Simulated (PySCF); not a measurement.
Isomers of C4H9OP.

All values: CAM-B3LYP/def2-SVPD (PySCF) at GFN2-xTB geometries, gas phase, one conformer each. Core orbitals are frozen in the response; Δα² is half the sum of the squared differences of the principal polarisabilities.

Question: Rank by polarisability anisotropy Δα, lowest first.
A. `[CH3:1][CH2:2][P:3]1(=[O:4])[CH2:5][CH2:6]1` with C1–C2–P3–O4 57°
B. `[CH3:1][C@H:2]1[CH2:3][P@@H:4](=[O:5])[CH2:6]1` with C1–C2–C3–P4 141°, C2–C3–P4–O5 -137°, C3–P4–C6–C2 16°, C1–C2–C6–P4 -141°
C. `[CH2:1]=[CH:2][CH2:3][P@H:4]([CH3:5])=[O:6]` with C1–C2–C3–P4 112°, C2–C3–P4–C5 -56°
D. `[CH3:1][P:2]1(=[O:3])[CH2:4][CH2:5][CH2:6]1` with C1–P2–C4–C5 -91°, P2–C4–C5–C6 -17°, C4–C5–C6–P2 17°, C1–P2–C6–C5 91°
E. `[CH3:1]/[CH:2]=[P:3]\[CH2:4][O:5][CH3:6]` with C2–P3–C4–O5 61°, P3–C4–O5–C6 68°
F. `[CH2:1]1[CH2:2][PH:3][CH2:4][CH2:5][O:6]1` with O6–C1–C2–P3 61°, C1–C2–P3–C4 -48°, C2–P3–C4–C5 47°, P3–C4–C5–O6 -61°

Answer: D (1.62 Å³), F (1.91 Å³), B (2.61 Å³), A (2.85 Å³), C (3.39 Å³), E (4.00 Å³).

Question: Rank by HOMO energy, highest first.
A. `[CH3:1][CH2:2][C@@H:3]1[CH2:4][P@H:5]1=[O:6]` with C1–C2–C3–C4 -74°
B. `[CH2:1]=[CH:2][CH2:3][P@H:4]([CH3:5])=[O:6]` with C1–C2–C3–P4 112°, C2–C3–P4–C5 -56°
C. `[CH3:1][C@H:2]1[CH2:3][P@@H:4](=[O:5])[CH2:6]1` with C1–C2–C3–P4 141°, C2–C3–P4–O5 -137°, C3–P4–C6–C2 16°, C1–C2–C6–P4 -141°
D. `[CH3:1]/[CH:2]=[P:3]\[CH2:4][O:5][CH3:6]` with C2–P3–C4–O5 61°, P3–C4–O5–C6 68°
E. `[CH3:1][P:2]1(=[O:3])[CH2:4][CH2:5][CH2:6]1` with C1–P2–C4–C5 -91°, P2–C4–C5–C6 -17°, C4–C5–C6–P2 17°, C1–P2–C6–C5 91°

Answer: D (-8.13 eV), A (-8.51 eV), B (-8.80 eV), E (-8.95 eV), C (-9.16 eV).

All values together:

| SMILES | μ (D) | HOMO (eV) | LUMO (eV) | α (Å³) | Δα (Å³) |
| --- | --- | --- | --- | --- | --- |
| C1CPCCO1 | 0.60 | -8.02 | 1.38 | 11.04 | 1.91 |
| CC[C@@H]1C[P@H]1=O | 4.47 | -8.51 | 1.22 | 10.70 | 3.60 |
| C=CC[P@H](C)=O | 4.36 | -8.80 | 0.69 | 11.09 | 3.39 |
| CP1(=O)CCC1 | 4.48 | -8.95 | 1.08 | 10.47 | 1.62 |
| CCP1(=O)CC1 | 4.29 | -8.44 | 1.03 | 10.70 | 2.85 |
| C[C@H]1C[P@@H](=O)C1 | 4.65 | -9.16 | 1.14 | 10.48 | 2.61 |
| C/C=P\COC | 0.61 | -8.13 | -0.36 | 12.03 | 4.00 |

Conformers: `[CH2:1]1[CH2:2][PH:3][CH2:4][CH2:5][O:6]1` with O6–C1–C2–P3 61°, C1–C2–P3–C4 -48°, C2–P3–C4–C5 47°, P3–C4–C5–O6 -61°; `[CH3:1][CH2:2][C@@H:3]1[CH2:4][P@H:5]1=[O:6]` with C1–C2–C3–C4 -74°; `[CH2:1]=[CH:2][CH2:3][P@H:4]([CH3:5])=[O:6]` with C1–C2–C3–P4 112°, C2–C3–P4–C5 -56°; `[CH3:1][P:2]1(=[O:3])[CH2:4][CH2:5][CH2:6]1` with C1–P2–C4–C5 -91°, P2–C4–C5–C6 -17°, C4–C5–C6–P2 17°, C1–P2–C6–C5 91°; `[CH3:1][CH2:2][P:3]1(=[O:4])[CH2:5][CH2:6]1` with C1–C2–P3–O4 57°; `[CH3:1][C@H:2]1[CH2:3][P@@H:4](=[O:5])[CH2:6]1` with C1–C2–C3–P4 141°, C2–C3–P4–O5 -137°, C3–P4–C6–C2 16°, C1–C2–C6–P4 -141°; `[CH3:1]/[CH:2]=[P:3]\[CH2:4][O:5][CH3:6]` with C2–P3–C4–O5 61°, P3–C4–O5–C6 68°.
